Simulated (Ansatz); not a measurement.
## GeH2, triplet: the ladder up to full CI

Geometry: that of the GeH2, singlet, kept fixed. The singlet lies 1.4 eV lower here.

```yaml
atoms:
  - { symbol: Ge, position_ang: [0.0000, -0.0303, 0.0000] }
  - { symbol: H, position_ang: [0.0000, 1.0906, -1.1335] }
  - { symbol: H, position_ang: [0.0000, 1.0906, 1.1335] }
```

Basis cc-pVTZ; Ansatz 0.2.0. Only valence electrons are correlated (noble-gas cores and the filled d shells of p-block atoms frozen), which leaves 6 electrons in 57 orbitals. R marks a restricted (for open shells ROHF) determinant, U an unrestricted one. Active spaces: valence = (6e, 6o) chosen from the atoms' valence shells. No spin–orbit coupling is included, and no scalar relativity.

Full CI is exact within this basis and frozen core; it isn't the basis-set limit. The frozen core follows each run's orbitals, which can shift R against U totals by a few meV for light atoms and by up to 0.1 eV past Ca.

For open shells CISD is restricted-active-space CI with the open shells as a complete middle space.

- UHF ⟨S²⟩: 2.006
- T1 diagnostic (RCCSD): 0.0235
- largest doubles amplitude (RCCSD): 0.041

```csv
level,E − E(RHF) (eV)
RMP2,-2.4347
RCCSD,-3.0190
RCCSD(T),-3.1057
```

Estimate how far full CI in cc-pVTZ lies from RCCSD(T). The table doesn't fix it; the size of (T) and the diagnostics are the guide.

Full CI in cc-pVTZ lies 2.1 kJ/mol below RCCSD(T), which is 25 % of the (T) step (-8.4 kJ/mol). The diagnostics give no warning, yet the rest is a sizeable part of (T).

The other levels:

| level | E − E(full CI) (kJ/mol) | share of correlation (%) | wall time |
| --- | --- | --- | --- |
| CISD | 17.6 | 94.16 | 1.6 s |
| BCCD(T) | 2.1 | 99.31 | 2.7 s |
| RCCSDT | 0.1 | 99.97 | – |
| RCCSDT(Q) | -0.1 | 100.03 | 24 s |
| CASSCF (valence space) | 207.8 | 31.15 | – |
| NEVPT2 (valence space) | 58.2 | 80.71 | 1.8 s |
| NEVPT4(SD) (valence space) | 9.4 | 96.88 | 2.2 s |
| MRCISD (valence space) | 10.4 | 96.56 | – |
| MRCISD+Q (valence space) | 1.3 | 99.57 | 2.3 s |

The correlation energy at full CI, counted from RHF, is -3.128 eV. That run took 20 s on 2 threads of AMD EPYC 7R13 with a shared H100 80 GB, shared host over 213,814,484 determinants.

Run but not shown, since their state or frozen core can't be matched to the reference's or they repeat it: UHF, UMP2, UCCSD, UCCSD(T), UCCSDT, UCCSDT(Q).

Times hold each run's SCF and search for its determinant on a shared host, so for small cases they say little of a method's own cost; they ran on 1 thread of AMD EPYC 7R13.

The full-CI state has the irrep B1 of C2v, in the program's axes.

Natural occupations of full CI about the gap: 1.950 1.930 0.995 0.985 0.034 0.029 0.011 0.011 0.011 0.008; effectively unpaired electrons, Σ n²(2−n)², 2.04.
